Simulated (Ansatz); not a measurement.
Density of states of SrFe2As2 (I4/mmm, a = 3.921 Å, b = 3.921 Å, c = 11.268 Å, α = 90.00°, β = 90.00°, γ = 90.00°), in states per eV and primitive cell, averaged over bins of 0.5 eV. Method: DFT PBEsol, scalar-relativistic, plane waves, PAW in Ansatz.

Cutoff 420 eV; k points 12×12×12 on the computed 5-atom cell (Γ-centred); Gaussian smearing, width 0.10 eV; no spin polarisation.

The cell is relaxed at this level. The states (both spins) are summed by tetrahedra on a 18×18×18 mesh at the self-consistent density. Energies are bin centres; the table starts no lower than −8 eV and ends at 6 eV, or lower where the solved bands end.

It is a metal at this level.

```tsv
E − E_F (eV)	total	Fe 3d	As 4p	Fe 4s	Sr 5s
-5.60	2.32	0.35	1.42	0.33	0.10
-5.10	3.34	0.58	2.07	0.34	0.15
-4.60	1.59	0.34	0.95	0.14	0.05
-4.10	2.36	0.63	1.46	0.08	0.08
-3.60	6.70	2.47	3.88	0.08	0.05
-3.10	5.67	2.00	3.38	0.02	0.01
-2.60	2.22	1.40	0.68	0.00	0.02
-2.10	2.59	2.31	0.09	0.00	0.06
-1.60	3.52	3.14	0.10	0.00	0.03
-1.10	5.67	4.97	0.21	0.05	0.02
-0.60	9.17	8.17	0.42	0.05	0.02
-0.10	3.51	2.79	0.43	0.02	0.01
0.40	2.69	1.47	0.59	0.08	0.06
0.90	5.72	3.71	1.14	0.13	0.05
1.40	2.97	1.41	0.90	0.05	0.04
1.90	2.01	0.72	0.71	0.05	0.03
2.40	1.36	0.41	0.52	0.03	0.02
2.90	1.62	0.41	0.55	0.04	0.03
3.40	1.73	0.27	0.32	0.09	0.07
3.90	3.06	0.31	0.27	0.31	0.18
4.40	4.69	0.35	0.25	0.37	0.63
4.90	3.54	0.21	0.25	0.27	0.31
5.40	3.69	0.18	0.30	0.23	0.28
```

The columns after the total are the main Löwdin projections on the occupied valence shells of the potentials; 5 others are left out. The rest of the total lies in those, in shells that are empty in the free atom, which aren't projected, and between the atoms.

A ferromagnetic start lost its moments in a first run, so spin was left out; other magnetic orders weren't tried.